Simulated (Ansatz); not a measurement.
**SiH (quartet): the correlation ladder at distance Si1–H2 = 1.336 Å, cc-pVQZ**

Aim: climb from Hartree-Fock through coupled cluster and multireference methods for SiH (quartet) at one geometry and basis, and see what each rung misses.

Method: cc-pVQZ, core rule «outside noble gas», up to 5 orbitals frozen; program: Ansatz 0.2.0, Gaussian basis.

Plan: UHF; CCSD(T) on ROHF; CCSD(T) on UHF; BCCD(T) on ROHF; CCSDT(Q) on ROHF; CCSDT(Q) on UHF; CASSCF and MRCISD+Q, 5 electrons in 5 orbitals; CASSCF and NEVPT2, 5 electrons in 5 orbitals.

10 further runs of the same task are left out: 10 that didn't finish. Runs told in other sessions of the task aren't counted.

### Step 1. The system

The geometry derives from a PBE0/def2-TZVP stationary point (not a proven minimum). One bond is set to the value named and the two fragments are kept rigid.

2 atoms, charge 0, spin multiplicity 4.

Atoms are counted from 1 here; the program's logs count them from 0.

Bond lengths: Si1–H2 1.336 Å.

### Step 2. UHF

Input file in.yaml:

```yaml
crystal:
  periodic: [false, false, false]
  atoms:
    - {symbol: Si, position_ang: [0.000000, 0.000000, 0.000000]}
    - {symbol: H, position_ang: [0.000000, 0.000000, 1.336000]}
basis:
  gaussian: {orbitals: cc-pVQZ}
magnetization: {spin_polarized: true, initial_magnetization: 3}
hamiltonian: {xc: hf}
output: {orbitals: {seedname: orbitals}}
```

Command:

```
ansatz run in.yaml --threads 1 --pin off --events-out ev --progress --plain --max-ram 4096MiB --backend cpu
```

The runs that follow: CCSD(T) on ROHF; CCSD(T) on UHF; BCCD(T) on ROHF; CCSDT(Q) on ROHF; CCSDT(Q) on UHF; CASSCF and MRCISD+Q, 5 electrons in 5 orbitals; CASSCF and NEVPT2, 5 electrons in 5 orbitals.

Before running them: what should the planned runs give, taken together? Wanted: UCCSDT(Q) from the RHF energy; RMP2 from UCCSDT(Q); UMP2 from UCCSDT(Q); RCCSD from UCCSDT(Q); RCCSD(T) from UCCSDT(Q); UCCSD(T) from UCCSDT(Q); RCCSDT(Q) from UCCSDT(Q); NEVPT2 valence from UCCSDT(Q); MRCISD+Q valence from UCCSDT(Q).

**Answer**, as computed:

```
                         quantity                                                                     value
    UCCSDT(Q) from the ROHF energy                                                                -2.3281 eV
              RMP2 from UCCSDT(Q)                                                              +52.5 kJ/mol
              UMP2 from UCCSDT(Q)                                                              +52.4 kJ/mol
             RCCSD from UCCSDT(Q)                                                               +9.9 kJ/mol
          RCCSD(T) from UCCSDT(Q)                                                               +2.3 kJ/mol
          UCCSD(T) from UCCSDT(Q)                                                               +2.1 kJ/mol
         RCCSDT(Q) from UCCSDT(Q)                                                               +0.2 kJ/mol
    NEVPT2 valence from UCCSDT(Q)                                                              +56.0 kJ/mol
  MRCISD+Q valence from UCCSDT(Q)                                                               +4.0 kJ/mol
levels within 1 kcal/mol (43 meV)  RCCSD(T), UCCSD(T), BCCD(T), RCCSDT, UCCSDT, RCCSDT(Q), MRCISD+Q valence
                    T1 diagnostic                                                                     0.030
   effectively unpaired electrons                                                                      3.00
```

What this shows: RCCSD(T) lands +2.3 kJ/mol from the yardstick (1.0 % of the correlation energy). One determinant dominates. Of the multireference levels listed MRCISD+Q valence comes nearest in total energy (+4.0 kJ/mol), which doesn't show that its space is the better one. These misses are within one basis, not against nature; the frozen cores of restricted and unrestricted runs differ, which can shift their rows.
